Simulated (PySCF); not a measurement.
**Si₂H₅O−: runs on many settings**

Aim: see how Si₂H₅O− (`[SiH2-]O[SiH3]`) answers to the choice of functional, basis, grid and SCF options.

Programs: PySCF 2.14.0, with density-fitted response routines of our own. Each step states its level of theory. These are calculated values for one molecule, in the gas phase or a continuum, unless marked as measured. Atoms are numbered from 0 throughout.

1 further run of the same task is left out (for a known fault of the program).

## Step 1: The molecule as given

8 atoms, charge -1, multiplicity 1; geometry from: GFN2-xTB.

Bonds of the start (Å): Si0–O1 1.77, O1–Si2 1.56, Si0–H3 1.51, Si0–H4 1.51, Si2–H5 1.48, Si2–H6 1.48, Si2–H7 1.48.

## Step 2: Shielding tensors: PBE0/pcSseg-1

Job settings and geometry (Å):

```
{"job": {"kind": "nmr", "xc": "PBE0", "basis": "pcSseg-1"}, "charge": -1, "multiplicity": 1}
Si     1.780524    -0.584161     0.732212
O      0.040993    -0.290083     0.842443
Si    -1.122129     0.237458    -0.052360
H      1.796853    -1.360227    -0.559068
H      2.199932     0.751626     0.175651
H     -0.961571     1.634007    -0.520655
H     -1.381395    -0.565940    -1.270050
H     -2.344151     0.186732     0.782744
```

With the program's defaults for keys left out, this is: GIAO PBE0/pcSseg-1 NMR shielding, non-relativistic, gas phase.

Launch:

```
$ OMP_NUM_THREADS=1 python probes_run.py task.json out
```

This one command runs all jobs of the session in turn.

The program printed:

```text
coarse grid: 7440 points
cycle   1  E = -656.7466976646  dE =  5.139e-02  |g| = 8.076e-01  |ddm| = 2.513e+00
cycle   2  E = -656.3594115148  dE =  3.873e-01  |g| = 1.595e+00  |ddm| = 2.872e+00
cycle   3  E = -656.8768553265  dE = -5.174e-01  |g| = 6.909e-02  |ddm| = 2.183e+00
cycle   4  E = -656.8779763192  dE = -1.121e-03  |g| = 1.930e-02  |ddm| = 1.184e-01
cycle   5  E = -656.8780963202  dE = -1.200e-04  |g| = 4.168e-03  |ddm| = 4.136e-02
cycle   6  E = -656.8780995726  dE = -3.252e-06  |g| = 6.052e-04  |ddm| = 6.596e-03
final grid: 61920 points
cycle   7  E = -656.9048165028  dE = -1.993e-06  |g| = 7.132e-03  |ddm| = 1.013e-02
cycle   8  E = -656.9048014983  dE =  1.500e-05  |g| = 1.158e-02  |ddm| = 1.308e-02
cycle   9  E = -656.9048244997  dE = -2.300e-05  |g| = 6.198e-04  |ddm| = 9.064e-03
cycle  10  E = -656.9048245870  dE = -8.729e-08  |g| = 6.180e-05  |ddm| = 9.536e-04
cycle  11  E = -656.9048245880  dE = -1.037e-09  |g| = 1.079e-05  |ddm| = 1.162e-04
cycle  12  E = -656.9048245880  dE = -2.728e-11  |g| = 1.857e-06  |ddm| = 2.221e-05
converged SCF energy = -656.9048245880

GIAO shielding tensors (ppm)
atom      isotropic    diamagn.    paramagn.     s11        s22        s33       span
  0 Si     333.292     876.160    -542.868     64.084    396.907    538.886    474.802
  1 O      364.513     395.945     -31.432    257.025    338.470    498.044    241.019
  2 Si     409.709     879.244    -469.535    349.425    357.204    522.498    173.073
  3 H       25.235      30.559      -5.324     18.827     25.986     30.891     12.064
  4 H       25.233      30.555      -5.322     18.832     25.982     30.885     12.053
  5 H       27.187      30.066      -2.878     24.278     25.641     31.643      7.365
  6 H       27.184      30.068      -2.884     24.267     25.638     31.646      7.379
  7 H       26.780      29.727      -2.947     23.333     24.690     32.317      8.984
```

Run time: 5 s. Hardware: 1 thread of Arm Neoverse V1, shared host; peak memory 0.38 GiB.

The references, computed at this level on geometries of the same kind, shield at (ppm): 1H TMS 31.72, 29Si TMS 349.2, 17O H2O 336.1. Their shielding less the atom's gives the shift. The references are single molecules in the gas phase, so shifts against H2O, NH3, PH3, H3PO4 or CFCl3 are not on the usual liquid scales and can be off by tens of ppm. Atoms listed in one row are averaged.

```tsv
atoms	environment	σ (ppm)	δ (ppm)
H3, H4	hydrogen on a silicon bonded to O	25.23	6.48
H5, H6, H7	hydrogen on a silicon bonded to O	27.05	4.67
Si0	silicon bonded to O, 2 H	333.3	15.9
Si2	silicon bonded to O, 3 H	409.7	-60.6
O1	oxygen bonded to 2 Si	364.5	-28.4
```

Charges from the same density, by scheme (e):

```tsv
atoms	Mulliken	IAO	Hirshfeld	ESP fit
Si0	0.09	-0.02	-0.23	-0.91
O1	-0.76	-0.87	-0.35	-0.21
Si2	0.78	0.89	0.31	0.75
```

Mayer bond orders: Si0–O1 0.61, O1–Si2 1.21.

## Step 3: Ultraviolet spectrum: PBE0/def2-SVPD

Same as in step 2 but for these lines:

```diff
@@ -1,2 +1,2 @@
-{"job": {"kind": "nmr", "xc": "PBE0", "basis": "pcSseg-1"}, "charge": -1, "multiplicity": 1}
+{"job": {"kind": "uv", "xc": "PBE0", "basis": "def2-SVPD", "nstates": 6, "ntriplets": 2}, "charge": -1, "multiplicity": 1}
 Si     1.780524    -0.584161     0.732212
```

Method: TDDFT PBE0/def2-SVPD, vertical, gas phase, core orbitals frozen in the response.

The program printed:

```text
coarse grid: 7440 points
cycle   1  E = -656.4837810471  dE =  3.848e-02  |g| = 7.606e-01  |ddm| = 2.959e+00
cycle   2  E = -656.0775220353  dE =  4.063e-01  |g| = 1.583e+00  |ddm| = 7.485e+00
cycle   3  E = -656.6112558362  dE = -5.337e-01  |g| = 5.297e-02  |ddm| = 4.713e+00
cycle   4  E = -656.6119735646  dE = -7.177e-04  |g| = 2.089e-02  |ddm| = 3.268e-01
cycle   5  E = -656.6121490603  dE = -1.755e-04  |g| = 2.940e-03  |ddm| = 2.041e-01
cycle   6  E = -656.6121517546  dE = -2.694e-06  |g| = 7.048e-04  |ddm| = 1.595e-02
final grid: 61920 points
cycle   7  E = -656.6992693912  dE = -3.069e-06  |g| = 6.013e-03  |ddm| = 5.047e-02
cycle   8  E = -656.6992563351  dE =  1.306e-05  |g| = 1.021e-02  |ddm| = 1.872e-02
cycle   9  E = -656.6992759756  dE = -1.964e-05  |g| = 4.874e-04  |ddm| = 1.236e-02
cycle  10  E = -656.6992760552  dE = -7.956e-08  |g| = 4.370e-05  |ddm| = 2.470e-03
cycle  11  E = -656.6992760559  dE = -6.994e-10  |g| = 1.373e-05  |ddm| = 2.926e-04
converged SCF energy = -656.6992760559

Static polarisability (au): isotropic 86.705, principal 77.357 79.512 103.246

Singlet excitations
state   eV       nm        f      main configurations
  1   3.0783    402.8   0.01875   H->L+1 0.77, H->L 0.21
  2   3.2305    383.8   0.06630   H->L 0.77, H->L+1 0.21
  3   3.8322    323.5   0.08411   H->L+2 0.97
  4   4.4428    279.1   0.01568   H->L+4 0.97
  5   4.4727    277.2   0.00935   H->L+3 1.00
  6   4.8085    257.8   0.07549   H->L+5 0.96

Triplet excitations (Tamm-Dancoff, eV): 2.6071 3.1453
```

Run time: 4.1 s. Hardware: 1 thread of Arm Neoverse V1, shared host; peak memory 0.47 GiB.

The orbitals next to the gap, with their largest atomic shares:

```tsv
orbital	eV	atoms
HOMO−3	-4.57	O1 28 %, Si2 22 %, H6 14 %
HOMO−2	-4.23	O1 46 %, Si2 18 %, H7 15 %
HOMO−1	-3.02	Si0 29 %, O1 23 %, H3 21 %
HOMO	0.17	Si0 62 %, O1 14 %, H4 11 %
LUMO	4.08	Si2 52 %, H5 13 %, H6 13 %
LUMO+1	4.30	Si2 42 %, Si0 15 %, O1 11 %
LUMO+2	5.14	Si0 60 %, H3 11 %, H4 11 %
```

With each of the 6 states as a Gaussian band of 0.4 eV half-width at 1/e, the curve within the window shown has maxima at 376 nm (ε 3,700), 330 nm (ε 3,900), 262 nm (ε 3,600) L/(mol cm). Beyond the last state computed it falls off for lack of states. The curve at chosen wavelengths:

| nm | ε (L/mol/cm) |
| --- | --- |
| 243 | 1812 |
| 253 | 3164 |
| 264 | 3567 |
| 274 | 3021 |
| 284 | 2448 |
| 294 | 2404 |
| 305 | 2935 |
| 315 | 3513 |
| 325 | 3824 |
| 336 | 3823 |
| 346 | 3712 |
| 356 | 3667 |
| 366 | 3707 |
| 377 | 3742 |
| 387 | 3654 |
| 397 | 3404 |
| 407 | 3011 |
| 418 | 2482 |
| 428 | 1985 |
| 438 | 1525 |
| 449 | 1096 |
| 459 | 787 |
| 469 | 551 |
| 479 | 378 |
| 490 | 245 |
| 500 | 162 |

Ground-state properties from the same run:

```tsv
property	computed
polarisability (Å³)	12.85
HOMO–LUMO gap (eV)	3.91
−ε(HOMO) (eV)	-0.17
```

## Step 4: Ultraviolet spectrum: CAM-B3LYP/def2-SVPD

Same as in step 3 but for these lines:

```diff
@@ -1,2 +1,2 @@
-{"job": {"kind": "uv", "xc": "PBE0", "basis": "def2-SVPD", "nstates": 6, "ntriplets": 2}, "charge": -1, "multiplicity": 1}
+{"job": {"kind": "uv", "xc": "CAM-B3LYP", "basis": "def2-SVPD", "nstates": 25, "ntriplets": 5, "tda": false}, "charge": -1, "multiplicity": 1}
 Si     1.780524    -0.584161     0.732212
```

With the program's defaults for keys left out, this is: TDDFT CAM-B3LYP/def2-SVPD, vertical, gas phase, core orbitals frozen in the response.

The program printed:

```text
coarse grid: 7440 points
cycle   1  E = -656.7975685807  dE = -9.195e-03  |g| = 7.807e-01  |ddm| = 3.009e+00
cycle   2  E = -656.6063402487  dE =  1.912e-01  |g| = 1.280e+00  |ddm| = 4.748e+00
cycle   3  E = -656.9281355836  dE = -3.218e-01  |g| = 3.789e-02  |ddm| = 2.004e+00
cycle   4  E = -656.9286075189  dE = -4.719e-04  |g| = 1.142e-02  |ddm| = 3.645e-01
cycle   5  E = -656.9286622555  dE = -5.474e-05  |g| = 2.712e-03  |ddm| = 1.702e-01
cycle   6  E = -656.9286671699  dE = -4.914e-06  |g| = 5.965e-04  |ddm| = 5.751e-02
final grid: 61920 points
cycle   7  E = -657.0196487424  dE = -4.341e-06  |g| = 9.549e-04  |ddm| = 2.998e-02
cycle   8  E = -657.0196487689  dE = -2.650e-08  |g| = 1.140e-03  |ddm| = 8.456e-03
cycle   9  E = -657.0196489996  dE = -2.307e-07  |g| = 1.434e-04  |ddm| = 1.560e-03
cycle  10  E = -657.0196490109  dE = -1.126e-08  |g| = 4.480e-05  |ddm| = 2.125e-03
cycle  11  E = -657.0196490129  dE = -2.041e-09  |g| = 1.013e-05  |ddm| = 1.155e-03
cycle  12  E = -657.0196490131  dE = -2.090e-10  |g| = 3.733e-06  |ddm| = 4.406e-04
converged SCF energy = -657.0196490131

Static polarisability (au): isotropic 83.704, principal 76.290 77.902 96.921

Singlet excitations
state   eV       nm        f      main configurations
  1   3.4289    361.6   0.02886   H->L+1 0.85, H->L+5 0.08
  2   3.7101    334.2   0.12500   H->L 0.54, H->L+2 0.43
  3   4.0964    302.7   0.01399   H->L+2 0.49, H->L 0.44
  4   4.9853    248.7   0.02895   H->L+4 0.86
  5   4.9936    248.3   0.06481   H->L+3 0.81, H->L+6 0.09
  6   5.2138    237.8   0.06967   H->L+5 0.79
  7   5.4740    226.5   0.11948   H->L+6 0.64, H->L+7 0.16, H->L+3 0.15
  8   6.0086    206.3   0.01116   H->L+7 0.61, H->L+9 0.17, H->L+6 0.16
  9   6.2295    199.0   0.04250   H->L+8 0.67, H->L+10 0.27
 10   6.4116    193.4   0.00319   H-1->L+1 0.85
 11   6.5807    188.4   0.10020   H->L+9 0.53, H->L+11 0.16, H->L+7 0.14
 12   6.7373    184.0   0.00631   H->L+10 0.43, H->L+13 0.30, H->L+8 0.21
 13   6.7770    182.9   0.05444   H-1->L 0.84
 14   7.0678    175.4   0.13871   H->L+11 0.63, H->L+14 0.13, H->L+9 0.12
 15   7.1310    173.9   0.00361   H->L+13 0.55, H->L+10 0.25
 16   7.2073    172.0   0.01218   H-1->L+2 0.72, H->L+13 0.11
 17   7.2883    170.1   0.02733   H-2->L+1 0.74, H-2->L 0.18
 18   7.4333    166.8   0.21035   H->L+12 0.45, H->L+14 0.25, H->L+9 0.13
 19   7.5091    165.1   0.05058   H-2->L 0.75, H-2->L+1 0.18
 20   7.6405    162.3   0.00438   H-3->L+1 0.58, H-1->L+4 0.18, H-1->L+5 0.11
 21   7.7863    159.2   0.05271   H-1->L+4 0.69, H-3->L+1 0.14
 22   7.8320    158.3   0.03529   H->L+14 0.49, H->L+12 0.33
 23   7.9728    155.5   0.02586   H-3->L 0.82, H-1->L 0.09
 24   8.0526    154.0   0.04089   H-1->L+3 0.86
 25   8.4967    145.9   0.03390   H-2->L+3 0.78

Triplet excitations (Tamm-Dancoff, eV): 2.8461 3.4835 3.9671 3.9700 4.7450
```

Run time: 8.5 s. Hardware: 1 thread of Arm Neoverse V1, shared host; peak memory 0.48 GiB.

This run: HOMO -1.03 eV, LUMO 4.65 eV; lowest singlet 3.43 eV.

## Step 5: Shielding tensors: CAM-B3LYP/pcSseg-1 in water

Same as in step 4 but for these lines:

```diff
@@ -1,2 +1,2 @@
-{"job": {"kind": "uv", "xc": "CAM-B3LYP", "basis": "def2-SVPD", "nstates": 25, "ntriplets": 5, "tda": false}, "charge": -1, "multiplicity": 1}
+{"job": {"kind": "nmr", "xc": "CAM-B3LYP", "basis": "pcSseg-1", "solvent": "water", "pop": true, "scf": {"level_shift": 0.2}}, "charge": -1, "multiplicity": 1}
 Si     1.780524    -0.584161     0.732212
```

Method: GIAO CAM-B3LYP/pcSseg-1 NMR shielding, non-relativistic, IEF-PCM water.

The program printed:

```text
final grid: 61920 points
cycle   1  E = -657.1841480743  dE = -8.708e-02  |g| = 8.158e-01  |ddm| = 2.446e+00
cycle   2  E = -657.2015176486  dE = -1.737e-02  |g| = 8.430e-01  |ddm| = 1.089e+00
cycle   3  E = -657.3131077837  dE = -1.116e-01  |g| = 1.321e-01  |ddm| = 3.524e-01
cycle   4  E = -657.3169612843  dE = -3.854e-03  |g| = 1.720e-02  |ddm| = 1.345e-01
cycle   5  E = -657.3171337087  dE = -1.724e-04  |g| = 7.481e-03  |ddm| = 5.070e-02
cycle   6  E = -657.3171703992  dE = -3.669e-05  |g| = 2.829e-03  |ddm| = 2.553e-02
cycle   7  E = -657.3171806979  dE = -1.030e-05  |g| = 1.347e-03  |ddm| = 1.532e-02
cycle   8  E = -657.3171835220  dE = -2.824e-06  |g| = 6.426e-04  |ddm| = 8.256e-03
cycle   9  E = -657.3171842533  dE = -7.313e-07  |g| = 2.688e-04  |ddm| = 4.206e-03
cycle  10  E = -657.3171844060  dE = -1.527e-07  |g| = 1.238e-04  |ddm| = 1.768e-03
cycle  11  E = -657.3171844386  dE = -3.258e-08  |g| = 5.606e-05  |ddm| = 7.203e-04
cycle  12  E = -657.3171844455  dE = -6.880e-09  |g| = 2.744e-05  |ddm| = 3.184e-04
cycle  13  E = -657.3171844470  dE = -1.562e-09  |g| = 1.199e-05  |ddm| = 1.785e-04
cycle  14  E = -657.3171844473  dE = -3.105e-10  |g| = 5.151e-06  |ddm| = 9.033e-05
level shift removed, Fock matrix diagonalised once more
converged SCF energy = -657.3171844473

GIAO shielding tensors (ppm)
atom      isotropic    diamagn.    paramagn.     s11        s22        s33       span
  0 Si     335.974     876.509    -540.535     89.074    394.301    524.548    435.475
  1 O      367.608     398.404     -30.796    270.931    336.331    495.563    224.632
  2 Si     397.801     879.039    -481.239    342.428    344.138    506.836    164.407
  3 H       26.035      31.254      -5.219     20.409     26.413     31.283     10.874
  4 H       26.036      31.254      -5.218     20.410     26.412     31.285     10.875
  5 H       27.219      30.065      -2.845     24.309     25.567     31.781      7.472
  6 H       27.220      30.070      -2.850     24.303     25.570     31.787      7.485
  7 H       27.030      29.634      -2.604     23.705     24.980     32.405      8.701
```

Wall time 6.5 s (1 thread of Arm Neoverse V1, shared host); peak memory 0.43 GiB.

This run: σ Si0 336.0, Si2 397.8, O1 367.6, H3 26.04, H5 27.16 ppm (means over like atoms).

## Step 6: Run by run: NMR shifts

Shifts (ppm), means over like atoms, with basis size and wall time:

```tsv
run	H3	H5	Si0	Si2	functions	time
PBE0/pcSseg-1	6.48	4.67	15.9	-60.6	90	5 s
CAM-B3LYP/pcSseg-1 in water	5.72	4.60	4.7	-57.2	90	6.5 s
```

## Step 7: Side by side: electronic excitations

Excitations and ground-state properties, with basis size and wall time:

```tsv
run	lowest singlet (eV)	brightest (eV)	f	gap (eV)	α (Å³)	functions	time
PBE0/def2-SVPD	3.08	3.83	0.084	3.91	12.85	111	4.1 s
CAM-B3LYP/def2-SVPD	3.43	7.43	0.210	5.68	12.40	111	8.5 s
```

## Step 8: Summary of results

| quantity | value |
| --- | --- |
| 1H shifts against TMS (PBE0/pcSseg-1, means over atoms taken as alike) | 6.48, 4.67 ppm |
| 29Si shifts against TMS (PBE0/pcSseg-1) | 15.9, -60.6 ppm |
| 17O shifts against H2O (PBE0/pcSseg-1) | -28.4 ppm |
| lowest singlet (PBE0/def2-SVPD) | 3.08 eV (403 nm), f = 0.019 |
| brightest single state of those computed | state 3, 3.83 eV, f = 0.084 |
| lowest triplet | 2.61 eV |
| range of the shift of Si0 | 4.7 to 15.9 ppm |
| range of the lowest singlet | 3.08 to 3.43 eV |

**Reading.** Single values in the summary come from the first run of each kind that ended normally (PBE0/pcSseg-1; PBE0/def2-SVPD), which need not be the best level. At PBE0/pcSseg-1: The widest tensor belongs to Si0: span 475 ppm, with a paramagnetic part of -543 ppm. The first singlet state (HOMO→LUMO+1 0.77, HOMO→LUMO 0.21) lies at 3.08 eV and is weak; of the 6 states computed, the strongest absorption comes from state 3 at 3.83 eV (the last state computed is bright too, and its partners may lie past the list). State 1 absorbs in the visible (403 nm). The lowest triplet lies 0.47 eV below the lowest singlet (triplets in Tamm-Dancoff, singlets in full TDDFT). The lowest singlet lies above −ε(HOMO); no detachment energy was computed, so the anion's states may not be bound. Among the atoms with a shift in every run: In ppm, Si0 moves most: its shift spreads over 11.2 ppm, from 4.7 (CAM-B3LYP/pcSseg-1 in water) to 15.9 (PBE0/pcSseg-1). Most of that comes from the computed reference, not from the atom's own shielding. The lowest singlet runs from 3.08 eV (PBE0/def2-SVPD) to 3.43 eV (CAM-B3LYP/def2-SVPD), while the orbital gap spans 3.91 to 5.68 eV: the excitation energy moves far less from run to run than the orbital gap does. The lowest state need not be the same one in every run. The runs solved for a few states only, so the brightest column depends on that window. At PBE0/pcSseg-1 the HOMO lies above zero (+0.34 eV), as often for anions in the gas phase: self-interaction error lifts it, or the electron is held by the finite basis alone; counter-ions and solvent are missing.
